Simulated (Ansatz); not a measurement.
Reaction (SMILES): C=CF → C=[C-]F + H+
B3LYP-D3(BJ)/def2-TZVP geometries, fixed; electronic energies without zero-point terms.

Effect of a fitting basis named in the input at MP2/def2-TZVPP with Ansatz (an electronic-structure program), against the last row, where the deprotonation energy is 403.21 kcal/mol. Cores are frozen. The proton leaves the site shown, which need not be the most acidic. The default fits or decomposes integrals by the program's own choice; accuracy: high also tightens integrals, grids and stops.

```
setting                                              largest shift of a total energy (mEh)  shift of the deprotonation energy (kcal/mol)
---------------------------------------------------  -------------------------------------  --------------------------------------------
fitting: def2-universal-jkfit and def2-SVP-RIFIT                                    -3.640                                        -0.140
fitting: def2-universal-jkfit and cc-pVDZ-RIFIT                                     -2.107                                        -0.138
fitting: def2-universal-jkfit and cc-pVTZ-RIFIT                                      0.262                                         0.039
fitting: def2-universal-jkfit and aug-cc-pVTZ-RIFIT                                  0.205                                         0.019
fitting: def2-universal-jkfit and cc-pVQZ-RIFIT                                      0.210                                         0.026
fitting: def2-universal-jkfit and aug-cc-pVQZ-RIFIT                                  0.186                                         0.020
accuracy: high                                                                      -0.004                                        -0.001
accuracy: medium (default)                                                           0.000                                         0.000
```

Within 0.1 kcal/mol in the deprotonation energy: fitting: def2-universal-jkfit and cc-pVTZ-RIFIT; fitting: def2-universal-jkfit and aug-cc-pVTZ-RIFIT; fitting: def2-universal-jkfit and cc-pVQZ-RIFIT; fitting: def2-universal-jkfit and aug-cc-pVQZ-RIFIT; accuracy: high. The largest shift is 3.640 mEh in a total energy and 0.140 kcal/mol in the difference.
